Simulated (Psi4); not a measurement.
Psi4 input (wB97X-D/6-311+G**):

```
memory 1500 MB

molecule {
-1 1
O     0.08242012   -0.65307308   -0.27251841
C     0.05944358    0.81611492    0.02420122
C     1.27962424   -1.22791635    0.11217570
C    -1.41575988    1.14327758    0.16617260
H     0.38802558    1.28228298   -0.93384472
H     1.20119300   -2.32198246   -0.00706601
H     2.13924714   -0.88864672   -0.50001802
H     1.53362274   -0.98388112    1.15823764
H    -2.08405563    0.76161145   -0.64762280
H    -1.83735447    0.75179719    1.10337251
H    -1.53988680    2.23454646    0.19179143
symmetry c1
no_reorient
no_com
}

set {
  basis 6-311+G**
  reference rks
  scf_type df
  df_basis_scf def2-universal-jkfit
  dft_radial_points 99
  dft_spherical_points 590
  e_convergence 1e-8
  d_convergence 1e-7
  maxiter 150
}

e = energy('wb97x-d')
print_out(f'\nFINAL {e:.10f} DIPOLE {variable("CURRENT DIPOLE")[0]:.6f} {variable("CURRENT DIPOLE")[1]:.6f} {variable("CURRENT DIPOLE")[2]:.6f}\n')
```

Output:

```
   => Loading Basis Set <=

    Name: 6-311+G**
    Role: ORBITAL
    Keyword: BASIS
    atoms 1    entry O          line   171 file 6-311pgss.gbs
    atoms 2-4  entry C          line   129 file 6-311pgss.gbs
    atoms 5-11 entry H          line    42 file 6-311pgss.gbs

   => WB97X-D: Empirical Dispersion <=

    Chai and Head-Gordon Dispersion Correction
    Chai, J.-D.; Head-Gordon, M. (2010), J. Chem. Phys., 132: 6615-6620

        s6 =       1.000000

         ---------------------------------------------------------
                                   SCF
               by Justin Turney, Rob Parrish, Andy Simmonett
                          and Daniel G. A. Smith
                              RKS Reference
         ---------------------------------------------------------

  ==> Geometry <==

    Molecular point group: c1
    Full point group: C1

    Geometry (in Angstrom), charge = -1, multiplicity = 1:

       Center              X                  Y                   Z               Mass
    ------------   -----------------  -----------------  -----------------  -----------------
         O            0.082420120000    -0.653073080000    -0.272518410000    15.994914619570
         C            0.059443580000     0.816114920000     0.024201220000    12.000000000000
         C            1.279624240000    -1.227916350000     0.112175700000    12.000000000000
         C           -1.415759880000     1.143277580000     0.166172600000    12.000000000000
         H            0.388025580000     1.282282980000    -0.933844720000     1.007825032230
         H            1.201193000000    -2.321982460000    -0.007066010000     1.007825032230
         H            2.139247140000    -0.888646720000    -0.500018020000     1.007825032230
         H            1.533622740000    -0.983881120000     1.158237640000     1.007825032230
         H           -2.084055630000     0.761611450000    -0.647622800000     1.007825032230
         H           -1.837354470000     0.751797190000     1.103372510000     1.007825032230
         H           -1.539886800000     2.234546460000     0.191791430000     1.007825032230

  Running in c1 symmetry.

  Rotational constants: A =      0.93104  B =      0.14081  C =      0.13340 [cm^-1]
  Rotational constants: A =  27911.98334  B =   4221.29424  C =   3999.17000 [MHz]
  Nuclear repulsion =  123.459347796051105

  Charge       = -1
  Multiplicity = 1
  Electrons    = 34
  Nalpha       = 17
  Nbeta        = 17

  ==> Algorithm <==

  SCF Algorithm Type is DF.
  DIIS enabled.
  MOM disabled.
  Fractional occupation disabled.
  Guess Type is SAD.
  Energy threshold   = 1.00e-08
  Density threshold  = 1.00e-07
  Integral threshold = 1.00e-12

  ==> Primary Basis <==

  Basis Set: 6-311+G**
    Blend: 6-311+G**
    Number of shells: 68
    Number of basis functions: 130
    Number of Cartesian functions: 134
    Spherical Harmonics?: true
    Max angular momentum: 2

  ==> DFT Potential <==

   => LibXC <=

    Version 7.1.2
    S. Lehtola, C. Steigemann, M. J. T. Oliveira, and M. A. L. Marques,  SoftwareX 7, 1–5 (2018) (10.1016/j.softx.2017.11.002)

   => Composite Functional: WB97X-D <=

    wB97X-D Hyb-GGA Exchange-Correlation Functional

    J.-D. Chai and M. Head-Gordon,  Phys. Chem. Chem. Phys. 10, 6615–6620 (2008) (10.1039/B810189B)

    Deriv               =              1
    GGA                 =           TRUE
    Meta                =          FALSE

    Exchange Hybrid     =           TRUE
    MP2 Hybrid          =          FALSE

   => Exchange-Correlation Functionals <=

    1.0000   wB97X-D range-separated functional

   => Exact (HF) Exchange <=

    0.7780            HF,LR [omega = 0.2000]
    0.2220               HF

   => LibXC Density Thresholds  <==

    XC_HYB_GGA_XC_WB97X_D:  1.00E-14

   => Molecular Quadrature <=

    Radial Scheme          =       TREUTLER
    Pruning Scheme         =           NONE
    Nuclear Scheme         =       TREUTLER

    Blocking Scheme        =         OCTREE
    BS radius alpha        =              1
    Pruning alpha          =              1
    Radial Points          =             99
    Spherical Points       =            590
    Total Points           =         611269
    Total Blocks           =           4275
    Max Points             =            256
    Max Functions          =            130
    Weights Tolerance      =       1.00E-15

   => Loading Basis Set <=

    Name: DEF2-UNIVERSAL-JKFIT
    Role: JKFIT
    Keyword: DF_BASIS_SCF
    atoms 1    entry O          line   318 file def2-universal-jkfit.gbs
    atoms 2-4  entry C          line   198 file def2-universal-jkfit.gbs
    atoms 5-11 entry H          line    18 file def2-universal-jkfit.gbs

  ==> Integral Setup <==

  SCF_SUBTYPE=INCORE selected. In-core MEM_DF algorithm will be used.
  Using in-core AOs.

  ==> MemDFJK: Density-Fitted J/K Matrices <==

    J tasked:                   Yes
    K tasked:                   Yes
    wK tasked:                  Yes
    Omega:                2.000E-01
    Algorithm:                 Core
    Schwarz Cutoff:           1E-12
    Mask sparsity (%):       2.2485
    Fitting Condition:        1E-10

   => Auxiliary Basis Set <=

  Basis Set: DEF2-UNIVERSAL-JKFIT
    Blend: DEF2-UNIVERSAL-JKFIT
    Number of shells: 142
    Number of basis functions: 428
    Number of Cartesian functions: 500
    Spherical Harmonics?: true
    Max angular momentum: 4

  Cached 33.3% of DFT collocation blocks in 0.593 [GiB].

  Minimum eigenvalue in the overlap matrix is 1.2395028322E-04.
  Reciprocal condition number of the overlap matrix is 1.3765143516E-05.
    Using symmetric orthogonalization.

  ==> Pre-Iterations <==

  SCF Guess: Superposition of Atomic Densities via on-the-fly atomic UHF (no occupation information).

   -------------------------
    Irrep   Nso     Nmo
   -------------------------
     A        130     130
   -------------------------
    Total     130     130
   -------------------------

  ==> Iterations <==

                           Total Energy        Delta E     RMS |[F,P]|

   @DF-RKS iter SAD:  -192.74333489468708   -1.92743e+02   0.00000e+00
   @DF-RKS iter   1:  -193.23775482652749   -4.94420e-01   6.68992e-03 ADIIS/DIIS
   @DF-RKS iter   2:  -192.52970002969943    7.08055e-01   9.75416e-03 ADIIS/DIIS
   @DF-RKS iter   3:  -193.62062211265069   -1.09092e+00   1.99655e-03 ADIIS/DIIS
   @DF-RKS iter   4:  -193.65670316647928   -3.60811e-02   4.89693e-04 ADIIS/DIIS
   @DF-RKS iter   5:  -193.66025323536178   -3.55007e-03   1.19843e-04 ADIIS/DIIS
   @DF-RKS iter   6:  -193.66061914448287   -3.65909e-04   7.72707e-05 DIIS
   @DF-RKS iter   7:  -193.66069831181386   -7.91673e-05   3.75721e-05 DIIS
   @DF-RKS iter   8:  -193.66072925592300   -3.09441e-05   1.36059e-05 DIIS
   @DF-RKS iter   9:  -193.66073616401644   -6.90809e-06   4.26730e-06 DIIS
   @DF-RKS iter  10:  -193.66073721080437   -1.04679e-06   1.55339e-06 DIIS
   @DF-RKS iter  11:  -193.66073731395545   -1.03151e-07   5.82762e-07 DIIS
   @DF-RKS iter  12:  -193.66073732941467   -1.54592e-08   1.83570e-07 DIIS
   @DF-RKS iter  13:  -193.66073733230951   -2.89484e-09   4.78885e-08 DIIS
  Energy and wave function converged.

  ==> Post-Iterations <==

   Electrons on quadrature grid:
      Ntotal   =   33.9999986478 ; deviation = -1.352e-06

    Orbital Energies [Eh]
    ---------------------

    Doubly Occupied:

       1A    -19.033801     2A    -10.138154     3A    -10.075778
       4A    -10.055510     5A     -0.909768     6A     -0.634754
       7A     -0.570699     8A     -0.456792     9A     -0.352732
      10A     -0.342796    11A     -0.330399    12A     -0.289657
      13A     -0.259920    14A     -0.227628    15A     -0.202687
      16A     -0.135128    17A     -0.015450

    Virtual:

      18A      0.197617    19A      0.208504    20A      0.229663
      21A      0.231125    22A      0.243285    23A      0.251302
      24A      0.255545    25A      0.283716    26A      0.289881
      27A      0.300395    28A      0.336383    29A      0.353263
      30A      0.395779    31A      0.399673    32A      0.409891
      33A      0.414464    34A      0.430111    35A      0.451939
      36A      0.461782    37A      0.473883    38A      0.497510
      39A      0.507136    40A      0.530361    41A      0.536954
      42A      0.578832    43A      0.589767    44A      0.675458
      45A      0.683417    46A      0.691854    47A      0.716009
      48A      0.772843    49A      0.805208    50A      0.826307
      51A      0.855746    52A      0.878244    53A      0.890981
      54A      0.901391    55A      0.908135    56A      0.933713
      57A      0.953524    58A      0.980104    59A      0.997568
      60A      1.125854    61A      1.150521    62A      1.212897
      63A      1.290910    64A      1.296571    65A      1.329198
      66A      1.408551    67A      1.421293    68A      1.512755
      69A      1.562672    70A      1.636958    71A      1.676796
      72A      1.711463    73A      1.745466    74A      1.787525
      75A      1.817793    76A      1.829985    77A      1.845578
      78A      1.864384    79A      1.889572    80A      1.924404
      81A      1.943795    82A      1.950422    83A      1.959809
      84A      2.035896    85A      2.070386    86A      2.151441
      87A      2.222348    88A      2.236270    89A      2.298947
      90A      2.320944    91A      2.384810    92A      2.426629
      93A      2.450993    94A      2.559607    95A      2.577691
      96A      2.661628    97A      2.692499    98A      2.739268
      99A      2.744716   100A      2.786971   101A      2.814547
     102A      2.844236   103A      2.861313   104A      2.872913
     105A      2.880386   106A      2.892781   107A      3.006024
     108A      3.081140   109A      3.132420   110A      3.169596
     111A      3.287100   112A      3.330076   113A      3.352929
     114A      3.500088   115A      3.561150   116A      3.718318
     117A      4.021826   118A      4.039875   119A      4.075113
     120A      4.092141   121A      4.258129   122A      4.367021
     123A      4.493823   124A      5.362167   125A      5.618809
     126A      5.964459   127A     24.101895   128A     24.209208
     129A     24.256444   130A     50.258729

    Final Occupation by Irrep:
              A
    DOCC [    17 ]
    NA   [    17 ]
    NB   [    17 ]

  @DF-RKS Final Energy:  -193.66073733230951

   => Energetics <=

    Nuclear Repulsion Energy =            123.4593477960511052
    One-Electron Energy =                -513.4172439276602518
    Two-Electron Energy =                 215.1682811003055633
    DFT Exchange-Correlation Energy =     -18.8680729880026909
    Empirical Dispersion Energy =          -0.0030493130032722
    VV10 Nonlocal Energy =                  0.0000000000000000
    Total Energy =                       -193.6607373323095089

Computation Completed

Properties will be evaluated at   0.000000,   0.000000,   0.000000 [a0]

Properties computed using the SCF density matrix

 Multipole Moments:

 ------------------------------------------------------------------------------------
     Multipole            Electronic (a.u.)      Nuclear  (a.u.)        Total (a.u.)
 ------------------------------------------------------------------------------------

 L = 1.  Multiply by 2.5417464519 to convert [e a0] to [Debye]
 Dipole X            :         -0.1204109            0.0000003           -0.1204106
 Dipole Y            :         -0.9391725            0.0000001           -0.9391724
 Dipole Z            :         -0.4118067           -0.0000002           -0.4118070
 Magnitude           :                                                    1.0325350

 ------------------------------------------------------------------------------------

FINAL -193.6607373323 DIPOLE -0.120411 -0.939172 -0.411807

*** Psi4 exiting successfully. Buy a developer a beer!
```

The dipole moment of an ion depends on the origin.
